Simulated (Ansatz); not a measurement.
**How methods differ on CH2BN− (SMILES [BH2-]C#N)**

CH2BN− has 5 atoms, charge -1, and is taken as a doublet. As SMILES, `[BH2-]C#N`. The coordinates come from a GFN2-xTB relaxation.

```xyz
5

B    -0.4793    0.2013   -0.2464
C     0.7401   -0.3109    0.3812
N     1.7294   -0.7275    0.8900
H    -0.8894   -0.2717   -1.2810
H    -1.1008    1.1089    0.2562
```

Each level gives the energy change with the B1–C2 bond stretched from 1.464 to 3.660 Å (eV). The values are calculated.

```csv
level,kind,program,value (eV),less FCI/STO-3G,CPU time (all runs)
UHF/STO-3G,Hartree–Fock,Ansatz,4.85,-0.18,0.23 s
USVWN5/STO-3G,LDA,Ansatz,6.00,+0.97,1.9 s
U-revPBE/STO-3G,GGA,Ansatz,5.10,+0.07,6.6 s
UPBE/STO-3G,GGA,Ansatz,5.34,+0.31,6.3 s
UBHLYP/STO-3G,global hybrid,Ansatz,5.37,+0.34,3.1 s
UHSE06/STO-3G,range-separated hybrid,Ansatz,5.60,+0.57,8 s
UB2PLYP/STO-3G,double hybrid,Ansatz,5.20,+0.17,3.7 s
UCCSD(T)/STO-3G,coupled cluster or CI,Ansatz,5.02,-0.01,0.53 s
UCCSDT/STO-3G,coupled cluster or CI,Ansatz,5.02,-0.01,2.7 s
FCI/STO-3G,exact in the basis,Ansatz,5.03,0.00,5.7 min
```

FCI/STO-3G is exact within its basis and frozen core, so for wave-function methods in that basis the difference is their error; functionals converge differently with the basis, so for them it is only a difference. Sets without diffuse functions describe the anion poorly. The first shape isn't each level's own minimum. The values span 4.85 to 6.00 eV. Spin contamination of the reference (⟨S²⟩ at least 0.1 too high) touches UHF/STO-3G, USVWN5/STO-3G, U-revPBE/STO-3G, UPBE/STO-3G, UHSE06/STO-3G, UCCSD(T)/STO-3G, UCCSDT/STO-3G. All rows use very small basis sets, so none should be taken for the real molecule's value. CPU times are rough (shared hosts, several kinds of processor and program).
